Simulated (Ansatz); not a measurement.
# CH₄BF, SMILES BCF: a composite energy at a relaxed geometry

Program: Ansatz 0.2.0 through its Python package.

Notebook, run cell by cell (the value of a cell's last expression is shown):

**Cell 1**
```python
import itertools
import warnings

import ansatz as az
from ase.data import atomic_numbers, covalent_radii
import numpy as np
```

**Cell 2**
```python
GEOMETRY = """
B    -0.69290    0.08860   -0.51110
C     0.55120   -0.05440    0.37190
F     0.56940   -1.34070    0.85030
H    -1.41770   -0.75460   -0.68570
H    -0.95760    1.16830   -1.05250
H     0.52360    0.68020    1.21830
H     1.48530    0.14470   -0.23700
"""
```

**Cell 3**
```python
warnings.simplefilter("ignore", az.DeckWarning)

ch4bf = az.Crystal.molecule()
for line in GEOMETRY.strip().splitlines():
    symbol, *xyz = line.split()
    ch4bf = ch4bf.atom(symbol, [float(v) for v in xyz])
```

**Cell 4**
```python
base = (
    ch4bf.calculation()
    .basis(gaussian="def2-SVP")
    .functional("PBE0", dispersion="d4")
)
symbols = [site.symbol for site in ch4bf.cartesian_sites]
start = np.array([site.position_ang for site in ch4bf.cartesian_sites], dtype=float)
rep = base.relax(force_tolerance=0.01).run(threads=1).report
end = np.array(rep["positions_ang"])
radius = [covalent_radii[atomic_numbers[s]] for s in symbols]
span = lambda where, i, j: np.linalg.norm(where[i] - where[j])
bonded = [(i, j) for i, j in itertools.combinations(range(len(symbols)), 2) if min(span(start, i, j), span(end, i, j)) < 1.2 * (radius[i] + radius[j])]
print("pair        before    after (A)")
for i, j in bonded:
    print(f"{symbols[i]}{i}-{symbols[j]}{j}".ljust(10), f"{span(start, i, j):8.4f} {span(end, i, j):8.4f}")
for first, second in list(itertools.combinations(bonded, 2)):
    shared = set(first) & set(second)
    if shared and symbols[(j := shared.pop())] != "H":
        i, k = sorted((set(first) | set(second)) - {j})
        u, v = end[i] - end[j], end[k] - end[j]
        angle = np.degrees(np.arccos(np.clip(u @ v / np.linalg.norm(u) / np.linalg.norm(v), -1, 1)))
        print(f"final angle {symbols[i]}{i}-{symbols[j]}{j}-{symbols[k]}{k}: {angle:.2f} deg")
```
Output:
```text
pair        before    after (A)
B0-C1        1.5323   1.5513
B0-H3        1.1255   1.2064
B0-H4        1.2365   1.2092
C1-F2        1.3725   1.3735
C1-H5        1.1211   1.1112
C1-H6        1.1327   1.1112
final angle C1-B0-H3: 122.29 deg
final angle C1-B0-H4: 117.38 deg
final angle B0-C1-F2: 116.17 deg
final angle B0-C1-H5: 108.50 deg
final angle B0-C1-H6: 108.45 deg
final angle H3-B0-H4: 120.33 deg
final angle F2-C1-H5: 109.42 deg
final angle F2-C1-H6: 109.42 deg
final angle H5-C1-H6: 104.19 deg
```

**Cell 5**
```python
minimum = az.Crystal.molecule()
for symbol, place in zip(symbols, end):
    minimum = minimum.atom(symbol, place.tolist())
at_minimum = minimum.calculation()
level = lambda method, basis: at_minimum.basis(gaussian=basis).correlation(method).run(threads=1).report
small, large, cluster = level("mp2", "cc-pVDZ"), level("mp2", "cc-pVTZ"), level("ccsd_t", "cc-pVDZ")
corr = lambda each: (each["free_energy_ev"] - each["reference_energy_ev"]) / 27.211386246
mp2_limit = (27 * corr(large) - 8 * corr(small)) / 19
pieces = {"HF / cc-pVTZ": large["reference_energy_ev"] / 27.211386246, "MP2 correlation, DZ-TZ limit": mp2_limit, "CCSD(T) - MP2 / cc-pVDZ": corr(cluster) - corr(small)}
for name, value in pieces.items():
    print(f"{name:32s} {value:14.6f} Ha")
print(f"{'sum':32s} {sum(pieces.values()):14.6f} Ha")
print("T1 diagnostic", round(cluster["correlation"]["coupled_cluster"]["t1_diagnostic"], 4))
```
Output:
```text
HF / cc-pVTZ                        -164.346989 Ha
MP2 correlation, DZ-TZ limit          -0.573696 Ha
CCSD(T) - MP2 / cc-pVDZ               -0.044387 Ha
sum                                 -164.965073 Ha
T1 diagnostic 0.01
```

What to keep in mind:
- Total energies depend on the basis set; only differences at equal settings carry meaning.
- The sum leaves out core correlation, relativity, the Hartree-Fock basis error and zero-point energy; a DZ-TZ extrapolation is rough.
- Inner cores stay frozen, so this is valence correlation.
- Timing: 16 s on 1 thread of Arm Neoverse V1, with other jobs on the host, peak memory 0.28 GiB.
